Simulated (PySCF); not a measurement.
Compound: C₄H₁₂NP.
SMILES with atom numbers: `[CH3:1][N:2]([CH3:3])[P:4]([CH3:5])[CH3:6]` (hydrogens: H7, H8, H9 on C1; H10, H11, H12 on C3; H13, H14, H15 on C5; H16, H17, H18 on C6)

Torsions of this conformer, `[CH3:1][N:2]([CH3:3])[P:4]([CH3:5])[CH3:6]`: C1–N2–P4–C5 -66°.

The closed-shell ground state was solved at several levels (PySCF, density fitting, gas phase, non-relativistic). Geometry: PBE0-D3(BJ)/def2-SVP, one conformer, isolated molecule.

```json
{"level": "PBE0/def2-SVP", "basis functions": "148", "total energy (Eh)": "-555.0904", "HOMO (eV)": "-5.45", "LUMO (eV)": "1.51", "gap (eV)": "6.96", "dipole (D)": "0.71"}
{"level": "PBE0/6-311+G(2d,p)", "basis functions": "242", "total energy (Eh)": "-555.4257", "HOMO (eV)": "-5.60", "LUMO (eV)": "0.21", "gap (eV)": "5.81", "dipole (D)": "0.90"}
{"level": "PBE0/6-31G*", "basis functions": "112", "total energy (Eh)": "-555.3272", "HOMO (eV)": "-5.33", "LUMO (eV)": "1.49", "gap (eV)": "6.82", "dipole (D)": "0.84"}
{"level": "PBE0/def2-TZVP", "basis functions": "264", "total energy (Eh)": "-555.4449", "HOMO (eV)": "-5.57", "LUMO (eV)": "1.02", "gap (eV)": "6.59", "dipole (D)": "0.84"}
{"level": "PBE0/STO-3G", "basis functions": "46", "total energy (Eh)": "-548.9387", "HOMO (eV)": "-2.53", "LUMO (eV)": "6.83", "gap (eV)": "9.36", "dipole (D)": "0.30"}
```

Q: Estimate the row for PBE0/6-31G, a basis of 82 functions; the other rows only guide the guess.

A: Total energy -555.2321 Eh, HOMO -5.23 eV, LUMO 1.63 eV, gap 6.86 eV, dipole 0.72 D.

Q: Over all these levels, which gives the widest orbital gap and which the narrowest?

A: PBE0/STO-3G has the widest, 9.36 eV, and PBE0/6-311+G(2d,p) the narrowest, 5.81 eV. From the narrowest to the widest the HOMO moves by +3.07 eV and the LUMO by +6.62 eV.

Q: How much does the basis alone move the frontier levels among the 6 PBE0 rows (the withheld one included)?

A: The HOMO by 3.07 eV and the LUMO by 6.62 eV. By rising basis size (HOMO, LUMO in eV): STO-3G -2.53, 6.83; 6-31G -5.23, 1.63; 6-31G* -5.33, 1.49; def2-SVP -5.45, 1.51; 6-311+G(2d,p) -5.60, 0.21; def2-TZVP -5.57, 1.02.

Q: How far do the dipole and the HOMO energy spread over the levels?

A: The dipole runs from 0.30 to 0.90 D (mean 0.72 D) and the HOMO from -5.60 to -2.53 eV.
